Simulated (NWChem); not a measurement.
Species: disilane (Si2H6); SMILES [SiH3][SiH3]

```xyz
8

Si     0.0000     0.0000     1.1730
Si     0.0000     0.0000    -1.1730
H     -1.3281    -0.4534     1.6890
H      0.2714     1.3769     1.6890
H      1.0567    -0.9235     1.6890
H     -0.2714    -1.3769    -1.6890
H      1.3281     0.4534    -1.6890
H     -1.0567     0.9235    -1.6890
```
Atoms are numbered in this order, from 1.

All runs: NWChem. Geometry: optimised at PBE0/def2-SVP. Level: PBE/def2-SVP with SMD (1 M gas to 1 M solution), gas-phase geometry. Reactions with the solvent are ignored.

| solvent | dielectric constant | solvation free energy (kcal/mol) | cavity-dispersion-structure term (kcal/mol) |
|---|---|---|---|
| water | 78.4 | 3.1 | 3.3 |
| chloroform | 4.71 | -0.6 | -0.4 |
| dimethyl sulfoxide | 46.8 | 1.0 | 1.2 |
| tetrahydrofuran | 7.43 | 0.0 | 0.2 |
| 1,4-dioxane | 2.21 | 0.4 | 0.5 |
